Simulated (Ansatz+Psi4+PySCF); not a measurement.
**singlet NH₃: levels of theory in one basis**

```xyz
4

N     0.0000    0.0000    0.1165
H     0.0000    0.9397   -0.2718
H     0.8138   -0.4699   -0.2718
H    -0.8138   -0.4699   -0.2718
```

Basis set: cc-pVTZ (spherical functions). Correlated methods keep 1 orbital frozen. Charge 0, multiplicity 1.

Computed with Ansatz (development build ahead of 0.2.0) and Psi4 1.11; each method stands on the lowest determinant of its kind that the runs found.

```json
{"method": "RHF", "E − E(RHF) (eV)": "0.00", "<S²> of the determinant": "0.00"}
{"method": "RHF-MP2", "E − E(RHF) (eV)": "-6.41", "<S²> of the determinant": "–"}
{"method": "RHF-CCSD(T)", "E − E(RHF) (eV)": "-6.96", "<S²> of the determinant": "–"}
```

Question: What does RHF-CCSD give on the same scale?

Answer: -6.75 eV.

Question: Is a single determinant a sound starting point here?

Answer: By this sign, yes. Unrestricted orbitals gain 0.00 eV and <S²> is 0.00 against 0.00 for a pure state.
